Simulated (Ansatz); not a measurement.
Geometry optimisation, RKS BLYP-D4/def2-SVP in Ansatz.

input.yaml

```yaml
crystal:
  periodic: [false, false, false]
  atoms:
    - { symbol: "N", position_ang: [-0.6035, -0.1803, -0.6926] }
    - { symbol: C, position_ang: [0.258, 0.3513, 0.2899] }
    - { symbol: O, position_ang: [0.6018, -0.7447, 1.0583] }
    - { symbol: H, position_ang: [-0.0707, -0.7917, -1.2888] }
    - { symbol: H, position_ang: [-0.901, 0.6259, -1.3419] }
    - { symbol: H, position_ang: [-0.2183, 1.1179, 0.9268] }
    - { symbol: H, position_ang: [1.1803, 0.7972, -0.1595] }
    - { symbol: H, position_ang: [-0.1544, -1.2328, 1.1521] }
basis:
  gaussian: { orbitals: def2-SVP }
hamiltonian:
  xc: blyp
  dispersion: d4
relax:
  f_tol: 0.015
  max_steps: 40
output:
  orbitals: {}
```

Launched with:

```bash
$ ansatz run input.yaml --threads 1 --pin off --max-ram 2048MiB --backend cpu --events-out ev --progress --plain --runs-dir out
```

Q: Where does it end, and by what steps?

A: It converged. After 8 steps the energy has fallen by 0.447 eV; H4 moved furthest, 0.25 Å.

| step | energy less start (eV) | largest force component (eV/Å) | accepted |
| --- | --- | --- | --- |
| 0 | 0.0000 | 4.956 | yes |
| 1 | -0.3929 | 1.098 | yes |
| 2 | -0.4394 | 0.187 | yes |
| 3 | -0.4441 | 0.234 | yes |
| 4 | -0.4468 | 0.147 | yes |
| 5 | -0.4474 | 0.041 | yes |
| 6 | -0.4474 | 0.021 | yes |
| 7 | -0.4474 | 0.015 | no |
| 8 | -0.4475 | 0.003 | yes |

```xyz
8
Properties=species:S:1:pos:R:3
N -0.578 -0.175 -0.786
C 0.298 0.308 0.277
O 0.653 -0.752 1.148
H -0.043 -0.677 -1.508
H -1.073 0.598 -1.248
H -0.253 1.131 0.801
H 1.273 0.734 -0.065
H -0.186 -1.225 1.325
```

Whether the end is a true minimum wasn't checked by a vibrational analysis.

Run time: 15 s on 1 thread of Arm Neoverse V1 (shared host), peak memory 0.13 GiB.
